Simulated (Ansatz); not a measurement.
The same path of BH$_{3}$N (5 atoms, charge 0, multiplicity 2) was run twice with different band settings. Lost on the way: B1–H3. Made: N2–H3.

The calculation used UKS PBE-D4/def2-SVP (Ansatz).

Relaxed end points:

```xyz
5
Properties=species:S:1:pos:R:3
B 0.705 -0.361 0.519
N -0.172 0.402 -0.233
H 0.580 -1.547 0.755
H -1.025 0.033 -0.670
H -0.038 1.399 -0.413
```

```xyz
5
Properties=species:S:1:pos:R:3
B 0.449 0.037 1.503
N -0.045 0.024 -0.104
H 0.405 -0.847 -0.446
H -1.065 -0.083 -0.284
H 0.306 0.794 -0.711
```

Common settings: movable images 5; climbing image yes; optimiser quadratic models (default); start path through a guess of the saddle point; force threshold 0.05 eV/Å; iteration limit 60; end points relaxed.

| run | spring |
| --- | --- |
| 1 | 5.0 eV/Å² |
| 2 | 20.0 eV/Å² |

Q: What does each run give, and how far can it be trusted?

A: Run 1: converged after 11 iterations, highest image 4.003 eV above the first end. Neighbouring images differ by up to 1.4 eV, so the band resolves the path poorly. A vibrational analysis at the climbing image gives one clearly imaginary mode, 1472i cm⁻¹: a first-order saddle point.
Run 2: converged after 11 iterations, highest image 4.003 eV above the first end. Neighbouring images differ by up to 1.4 eV, so the band resolves the path poorly. Another band between the same ends (5 images) ends at a top of the same energy, where a vibrational analysis finds 1 clearly imaginary mode.
